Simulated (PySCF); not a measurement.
**Gas-phase thermal properties of NaCl**

Energies from PySCF (xtb for GFN2), thermal terms from the rigid-rotor harmonic-oscillator model, ideal gas at 1 bar. The comparison is the NASA 1993 polynomial table, which mixes measured and estimated data. 6-31G* has spherical d functions here. All species are closed-shell singlets. B3LYP is the form with VWN-RPA correlation. The harmonic model lacks anharmonicity and excited electronic states, which grow with temperature; levels with a mode under 35 cm⁻¹ are left out.

```
level           point group  σ  ZPE (kJ/mol)  S°298 (J/mol/K)  Cp298 (J/mol/K)  S°1000 (J/mol/K)  H1000 − H298 (kJ/mol)
--------------  -----------  -  ------------  ---------------  ---------------  ----------------  ---------------------
table                     -  -             -            229.8             35.8             274.7                   26.2
B3LYP/6-31G*            C∞v  1           2.1            229.8             35.6             274.2                   25.9
GFN2-xTB                C∞v  1           1.9            229.7             36.0             274.3                   25.9
HF/6-31G*               C∞v  1           2.1            230.0             35.6             274.4                   25.9
PBE/def2-SVP            C∞v  1           2.3            229.3             35.5             273.6                   25.8
PBE0/def2-TZVP          C∞v  1           2.2            229.6             35.6             273.9                   25.8
```
σ: rotational symmetry number. Electronic degeneracy used: 1. Frequencies are unscaled.
